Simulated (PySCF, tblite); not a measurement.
# C₆H₁₀: a rotation path, then NMR shifts on frames, part 2 of 2

tblite 0.8.0 and PySCF 2.14.0. Atoms count from 0. Earlier steps stand in the parts before.

## Step 5: Shielding tensors: image 4, PBE0/pcSseg-1

What the job is given:

```
{"job": {"kind": "nmr", "xc": "PBE0", "basis": "pcSseg-1", "pop": false}, "charge": 0, "multiplicity": 1}
C     -1.450900     0.145100    -1.104400
C     -0.547500     0.555300     0.062500
C     -0.984600    -0.141000     1.350800
C      0.856400     0.215900    -0.236000
C      1.934400     0.256000    -0.960000
C      2.022800    -0.569800     0.291900
H     -1.125300     0.618700    -2.026700
H     -1.415800    -0.933600    -1.240500
H     -2.479800     0.435000    -0.903400
H     -0.617200     1.644500     0.191600
H     -0.328800     0.128000     2.175400
H     -2.003100     0.137200     1.609500
H     -0.944100    -1.220400     1.219000
H      2.479200     0.583500    -1.810500
H      2.022500    -1.653300     0.222400
H      2.574200    -0.192200     1.147100
```

Method: GIAO PBE0/pcSseg-1 NMR shielding, non-relativistic, gas phase.

What it wrote:

```text
coarse grid: 12720 points
cycle   1  E = -234.1650959514  dE =  7.342e-01  |g| = 3.957e-01  |ddm| = 3.435e+00
cycle   2  E = -234.1645527173  dE =  5.432e-04  |g| = 4.126e-01  |ddm| = 7.740e-01
cycle   3  E = -234.2087411230  dE = -4.419e-02  |g| = 3.062e-02  |ddm| = 4.185e-01
cycle   4  E = -234.2087565618  dE = -1.544e-05  |g| = 2.869e-02  |ddm| = 5.523e-02
cycle   5  E = -234.2089472918  dE = -1.907e-04  |g| = 6.742e-03  |ddm| = 3.198e-02
cycle   6  E = -234.2089578170  dE = -1.053e-05  |g| = 1.551e-03  |ddm| = 8.066e-03
cycle   7  E = -234.2089584199  dE = -6.030e-07  |g| = 2.557e-04  |ddm| = 2.005e-03
final grid: 120968 points
cycle   8  E = -234.2468955741  dE = -3.646e-05  |g| = 7.910e-03  |ddm| = 4.783e-02
cycle   9  E = -234.2468914893  dE =  4.085e-06  |g| = 8.916e-03  |ddm| = 1.658e-02
cycle  10  E = -234.2469118485  dE = -2.036e-05  |g| = 1.361e-03  |ddm| = 8.889e-03
cycle  11  E = -234.2469122872  dE = -4.386e-07  |g| = 2.666e-04  |ddm| = 1.506e-03
cycle  12  E = -234.2469123036  dE = -1.640e-08  |g| = 5.636e-05  |ddm| = 3.188e-04
cycle  13  E = -234.2469123043  dE = -7.065e-10  |g| = 1.919e-05  |ddm| = 9.038e-05
converged SCF energy = -234.2469123043

GIAO shielding tensors (ppm)
atom      isotropic    diamagn.    paramagn.     s11        s22        s33       span
  0 C      162.574     246.823     -84.249    144.671    157.978    185.073     40.402
  1 C      158.988     242.195     -83.207    151.697    161.667    163.599     11.902
  2 C      162.326     247.355     -85.029    146.825    156.866    183.288     36.463
  3 C       51.293     256.613    -205.320    -90.944     88.486    156.337    247.281
  4 C       78.503     256.332    -177.828    -54.963    113.876    176.597    231.560
  5 C      180.578     249.658     -69.080    143.778    151.526    246.429    102.650
  6 H       30.243      29.902       0.341     25.677     28.494     36.557     10.880
  7 H       30.876      30.271       0.605     27.644     29.150     35.835      8.191
  8 H       30.571      29.637       0.933     26.212     28.259     37.241     11.028
  9 H       28.933      30.221      -1.288     25.273     26.752     34.773      9.500
 10 H       29.977      30.179      -0.201     25.813     27.644     36.475     10.663
 11 H       30.560      29.870       0.690     26.161     28.634     36.885     10.723
 12 H       30.478      30.688      -0.210     27.667     28.270     35.497      7.830
 13 H       25.033      33.585      -8.552     20.960     24.969     29.170      8.210
 14 H       30.777      30.937      -0.160     25.558     27.673     39.100     13.542
 15 H       30.833      30.704       0.129     25.669     27.196     39.635     13.966
```

Wall time 39 s (1 thread, shared host).

This run: δ C3 135.6, C4 108.4, C1 27.9, C2 24.6, H13 6.68, H9 2.78 ppm.

## Step 6: NMR shieldings: image 6, PBE0/pcSseg-1

What the job is given:

```
{"job": {"kind": "nmr", "xc": "PBE0", "basis": "pcSseg-1", "pop": false}, "charge": 0, "multiplicity": 1}
C     -1.433700    -0.019900    -1.070000
C     -0.554800     0.583800     0.031500
C     -0.965300     0.032300     1.397200
C      0.860900     0.263300    -0.228000
C      2.021100     0.478300    -0.771800
C      1.927700    -0.743900     0.096600
H     -1.128000     0.344200    -2.047700
H     -1.349700    -1.104400    -1.064500
H     -2.475100     0.247600    -0.905700
H     -0.677400     1.674700     0.018100
H     -0.326600     0.431200     2.182000
H     -1.996200     0.295700     1.620100
H     -0.876000    -1.052100     1.400000
H      2.674600     1.042900    -1.389700
H      1.904900    -1.728800    -0.360000
H      2.386000    -0.735900     1.080500
```

Method: GIAO PBE0/pcSseg-1 NMR shielding, non-relativistic, gas phase.

What it wrote:

```text
coarse grid: 12720 points
cycle   1  E = -234.1668916633  dE =  7.304e-01  |g| = 3.936e-01  |ddm| = 3.427e+00
cycle   2  E = -234.1659882989  dE =  9.034e-04  |g| = 4.122e-01  |ddm| = 7.647e-01
cycle   3  E = -234.2100426068  dE = -4.405e-02  |g| = 3.714e-02  |ddm| = 4.133e-01
cycle   4  E = -234.2100866630  dE = -4.406e-05  |g| = 3.369e-02  |ddm| = 6.794e-02
cycle   5  E = -234.2103553701  dE = -2.687e-04  |g| = 6.441e-03  |ddm| = 3.627e-02
cycle   6  E = -234.2103646190  dE = -9.249e-06  |g| = 1.798e-03  |ddm| = 8.079e-03
final grid: 120968 points
cycle   7  E = -234.2478955394  dE = -3.631e-05  |g| = 8.160e-03  |ddm| = 4.123e-02
cycle   8  E = -234.2478913835  dE =  4.156e-06  |g| = 9.191e-03  |ddm| = 1.519e-02
cycle   9  E = -234.2479125695  dE = -2.119e-05  |g| = 9.240e-04  |ddm| = 8.195e-03
cycle  10  E = -234.2479127542  dE = -1.847e-07  |g| = 3.321e-04  |ddm| = 1.227e-03
cycle  11  E = -234.2479127793  dE = -2.515e-08  |g| = 8.550e-05  |ddm| = 3.699e-04
cycle  12  E = -234.2479127811  dE = -1.743e-09  |g| = 2.150e-05  |ddm| = 1.213e-04
cycle  13  E = -234.2479127812  dE = -1.101e-10  |g| = 3.007e-06  |ddm| = 2.565e-05
converged SCF energy = -234.2479127812

GIAO shielding tensors (ppm)
atom      isotropic    diamagn.    paramagn.     s11        s22        s33       span
  0 C      163.669     247.084     -83.415    142.646    161.032    187.330     44.684
  1 C      158.256     242.192     -83.936    147.826    161.101    165.841     18.015
  2 C      163.583     247.339     -83.756    151.017    155.683    184.049     33.032
  3 C       52.001     256.144    -204.143    -95.502     90.904    160.602    256.104
  4 C       80.926     256.584    -175.658    -51.440    116.203    178.015    229.455
  5 C      181.297     249.256     -67.959    145.018    151.196    247.677    102.659
  6 H       30.599      29.826       0.774     25.928     28.606     37.264     11.336
  7 H       30.664      30.361       0.303     27.130     29.202     35.659      8.528
  8 H       30.558      29.763       0.794     26.440     28.120     37.113     10.673
  9 H       28.790      30.445      -1.655     25.307     26.959     34.105      8.798
 10 H       30.334      30.006       0.327     26.178     27.729     37.095     10.917
 11 H       30.515      29.869       0.645     26.312     28.305     36.926     10.614
 12 H       30.397      30.669      -0.272     27.283     28.516     35.391      8.108
 13 H       25.108      33.557      -8.448     21.229     25.002     29.094      7.864
 14 H       30.781      30.817      -0.036     25.463     27.523     39.358     13.895
 15 H       30.845      30.682       0.163     25.596     27.419     39.521     13.925
```

It took 41 s on 1 thread, shared host.

Key values: δ C3 134.9, C4 106.0, C1 28.7, C2 23.3, H13 6.61, H9 2.93 ppm.

## Step 7: Shielding tensors: image 8, PBE0/pcSseg-1

What the job is given:

```
{"job": {"kind": "nmr", "xc": "PBE0", "basis": "pcSseg-1", "pop": false}, "charge": 0, "multiplicity": 1}
C     -1.407200    -0.189200    -1.010400
C     -0.560800     0.590800     0.000100
C     -0.963800     0.222700     1.430700
C      0.863900     0.279700    -0.206600
C      2.089700     0.594000    -0.499400
C      1.850400    -0.853400    -0.174800
H     -1.126200     0.074900    -2.027400
H     -1.258600    -1.258700    -0.878300
H     -2.462400     0.034400    -0.870400
H     -0.714200     1.665800    -0.154600
H     -0.365700     0.776800     2.150800
H     -2.013300     0.454200     1.597900
H     -0.810700    -0.841100     1.598400
H      2.833200     1.300000    -0.774000
H      1.853500    -1.590500    -0.971900
H      2.184600    -1.251400     0.778400
```

Method: GIAO PBE0/pcSseg-1 NMR shielding, non-relativistic, gas phase.

What it wrote:

```text
coarse grid: 12720 points
cycle   1  E = -234.1685402110  dE =  7.301e-01  |g| = 3.918e-01  |ddm| = 3.418e+00
cycle   2  E = -234.1674803012  dE =  1.060e-03  |g| = 4.110e-01  |ddm| = 7.569e-01
cycle   3  E = -234.2112621591  dE = -4.378e-02  |g| = 4.129e-02  |ddm| = 4.092e-01
cycle   4  E = -234.2113466803  dE = -8.452e-05  |g| = 3.590e-02  |ddm| = 7.487e-02
cycle   5  E = -234.2116538096  dE = -3.071e-04  |g| = 6.198e-03  |ddm| = 3.810e-02
cycle   6  E = -234.2116622132  dE = -8.404e-06  |g| = 1.853e-03  |ddm| = 8.137e-03
final grid: 120968 points
cycle   7  E = -234.2494078928  dE = -3.839e-05  |g| = 8.079e-03  |ddm| = 4.809e-02
cycle   8  E = -234.2494030448  dE =  4.848e-06  |g| = 9.251e-03  |ddm| = 1.496e-02
cycle   9  E = -234.2494244480  dE = -2.140e-05  |g| = 1.169e-03  |ddm| = 8.465e-03
cycle  10  E = -234.2494247610  dE = -3.130e-07  |g| = 3.119e-04  |ddm| = 1.417e-03
cycle  11  E = -234.2494247829  dE = -2.186e-08  |g| = 8.665e-05  |ddm| = 3.660e-04
cycle  12  E = -234.2494247847  dE = -1.822e-09  |g| = 2.124e-05  |ddm| = 1.320e-04
cycle  13  E = -234.2494247848  dE = -1.071e-10  |g| = 2.979e-06  |ddm| = 2.520e-05
converged SCF energy = -234.2494247848

GIAO shielding tensors (ppm)
atom      isotropic    diamagn.    paramagn.     s11        s22        s33       span
  0 C      165.395     247.335     -81.940    149.238    159.098    187.850     38.613
  1 C      157.134     242.185     -85.051    144.232    162.119    165.051     20.819
  2 C      165.370     247.350     -81.980    149.970    158.621    187.519     37.549
  3 C       52.661     255.904    -203.243    -98.050     93.140    162.892    260.941
  4 C       83.256     256.827    -173.571    -49.131    119.587    179.313    228.443
  5 C      181.792     249.247     -67.455    146.207    150.999    248.171    101.964
  6 H       30.707      29.823       0.883     26.187     28.231     37.703     11.516
  7 H       30.420      30.532      -0.112     26.787     29.051     35.422      8.636
  8 H       30.531      29.878       0.653     26.528     28.085     36.980     10.451
  9 H       28.721      30.618      -1.897     25.389     27.017     33.757      8.368
 10 H       30.689      29.826       0.863     26.197     28.185     37.686     11.489
 11 H       30.522      29.882       0.640     26.521     28.084     36.960     10.439
 12 H       30.407      30.544      -0.137     26.794     29.020     35.406      8.611
 13 H       25.190      33.536      -8.346     21.421     25.047     29.100      7.679
 14 H       30.810      30.722       0.088     25.448     27.484     39.498     14.049
 15 H       30.815      30.717       0.098     25.465     27.470     39.512     14.046
```

Run time: 41 s. Hardware: 1 thread, shared host.

This run: δ C3 134.3, C4 103.7, C1 29.8, C2 21.6, H13 6.53, H9 3.00 ppm.

## Step 8: Comparing the runs: NMR shifts

Shifts (ppm) of some atoms, chosen among heavy atoms and hydrogens apart, with basis size and wall time:

```csv
frame,C4,C1,C0,C2,C5,H10,H12,functions,time
image 0,105.2,31.4,22.7,21.6,8.0,1.76,0.60,152,42 s
image 2,106.8,29.5,23.0,23.8,7.3,1.84,0.90,152,39 s
image 4,108.4,27.9,24.4,24.6,6.3,1.74,1.24,152,39 s
image 6,106.0,28.7,23.3,23.3,5.6,1.38,1.32,152,41 s
image 8,103.7,29.8,21.5,21.6,5.1,1.03,1.31,152,41 s
```

## Step 9: What came out

This closing draws on all 2 parts.

| quantity | value |
| --- | --- |
| barrier | 0.029 eV (0.7 kcal/mol) at image 4 |
| end to end (GFN2-xTB) | 0.008 eV |
| 13C shifts against TMS (PBE0/pcSseg-1, image 0) | 135.5, 105.2, 31.4, 22.7, 21.6, 8.0 ppm |
| 1H shifts against TMS (PBE0/pcSseg-1, image 0) | 6.59, 2.72, 1.76, 1.58, 1.22, 1.21, 1.17, 1.00, 0.93, 0.60 ppm |
| range of the shift of C4 | 103.7 to 108.4 ppm |

In words: Along the band the dihedral turns by 120°, and the top (dihedral 237°) lies 0.7 kcal/mol above the start (GFN2-xTB, rough), so at room temperature this motion is fast. Ends this close can change order at a higher level. The top was not checked by a frequency run. Shifts at one fixed geometry are not the observed spectrum, which averages over the motion. In the first frame run (image 0): The widest tensor belongs to C3: span 254 ppm, with a paramagnetic part of -205 ppm. In ppm, C4 moves most: its shift spreads over 4.8 ppm, from 103.7 (image 8) to 108.4 (image 4).
